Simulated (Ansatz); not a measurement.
We consider CaB6-type LaB6, described by LDA (Ansatz, a program for electronic structure, PAW).

Numerical settings: plane-wave cutoff 520 eV, 14×14×14 k mesh, Fermi–Dirac smearing 0.05 eV, scalar-relativistic PAW data made under PBE.

Cell (relaxed at this level):

```cif
data_B6La
_chemical_formula_sum 'La1 B6'
_space_group_name_H-M_alt 'Pm-3m'
_space_group_IT_number 221
_space_group_name_Hall '-P 4 2 3'
_cell_length_a 4.09813
_cell_length_b 4.09813
_cell_length_c 4.09813
_cell_angle_alpha 90.000
_cell_angle_beta 90.000
_cell_angle_gamma 90.000
loop_
_atom_site_label
_atom_site_type_symbol
_atom_site_symmetry_multiplicity
_atom_site_Wyckoff_symbol
_atom_site_fract_x
_atom_site_fract_y
_atom_site_fract_z
_atom_site_occupancy
La1 La 1 a 0.00000 0.00000 0.00000 1
B1 B 6 f 0.19991 0.50000 0.50000 1
```

**Question.** Predict the bulk modulus B0 and pressure derivative B′ of the bulk modulus.

**Answer.** 
* **bulk modulus B0**: 189 GPa
* **pressure derivative B′ of the bulk modulus**: 3.7

The run finds no gap.

Measured, for comparison: bulk modulus 164 ± 2 GPa (room temperature, not corrected to a static lattice, isothermal; as tabulated in LaB6 under pressure, Phys. Rev. B 80, 172104 (doi 10.1103/PhysRevB.80.172104)). Computed (rounded) less measured: bulk modulus +15 %.

Note: the bulk modulus comes from volumes at which shape and atoms were relaxed.

Spin–orbit coupling is not included.

Computed values are for the static lattice.

Computing time: very roughly 4 core-minutes.
